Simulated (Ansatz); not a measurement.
in.yaml

```yaml
crystal:
  periodic: [false, false, false]
  atoms:
    - {symbol: Al, position_ang: [-0.015433, -0.009008, 1.608585]}
    - {symbol: O, position_ang: [-0.016266, -0.025151, -0.135914]}
    - {symbol: O, position_ang: [0.031698, 0.034159, -1.472672]}
basis:
  gaussian: {orbitals: cc-pVDZ}
magnetization: {spin_polarized: false, initial_magnetization: 1}
correlation: {method: ccsdt_q, electrons: outside_noble_gas}
```

```sh
$ ansatz run in.yaml --threads 1 --pin off --events-out ev --progress --plain --max-ram 2393MiB
```

Output:

```
783 factors; integrals over basis functions are off by at most 1.5e-7 eV
mean field evaluation 1: about -10649.8213 eV, gradient 2.5e1 eV
mean field evaluation 2: about -10649.8941 eV, gradient 2.5e1 eV
mean field evaluation 4: about -10653.9094 eV, gradient 5.3e0 eV
mean field evaluation 8: about -10654.4318 eV, gradient 1.6e0 eV
mean field evaluation 16: about -10654.4512 eV, gradient 1.0e-5 eV
mean field evaluation 32: about -10654.4513 eV, gradient 3.3e-2 eV
mean field evaluation 64: about -10654.2578 eV, gradient 2.8e0 eV
mean field evaluation 96: about -10654.4262 eV, gradient 2.8e0 eV
mean field evaluation 128: about -10654.4043 eV, gradient 3.6e0 eV
mean field evaluation 160: about -10654.4511 eV, gradient 1.3e-1 eV
...
cycle  15  -11.49935600 eV  change    2.1e-5 eV  update   1.0e-4
cycle  16  -11.49941521 eV  change   -5.9e-5 eV  update   3.5e-5
cycle  17  -11.49941639 eV  change   -1.2e-6 eV  update   2.3e-5
cycle  18  -11.49941347 eV  change    2.9e-6 eV  update   1.4e-5
cycle  19  -11.49941955 eV  change   -6.1e-6 eV  update   9.0e-6
cycle  20  -11.49942302 eV  change   -3.5e-6 eV  update   4.5e-6
cycle  21  -11.49942084 eV  change    2.2e-6 eV  update   3.6e-6
cycle  22  -11.49941949 eV  change    1.4e-6 eV  update   3.1e-6
cycle  23  -11.49941912 eV  change    3.7e-7 eV  update   1.4e-6
cycle  24  -11.49941811 eV  change    1.0e-6 eV  update   1.4e-6
perturbative correction -0.04083802 eV, -0.0015007696 hartree
Total energy: -10665.99174376 eV, -391.9679669142 hartree
```

For the same geometry and basis UCCSDT(Q) lies 6.5 meV lower.

Ran on 1 thread of Arm Neoverse V1, shared host: 69 s wall, 0.82 GiB peak host memory.
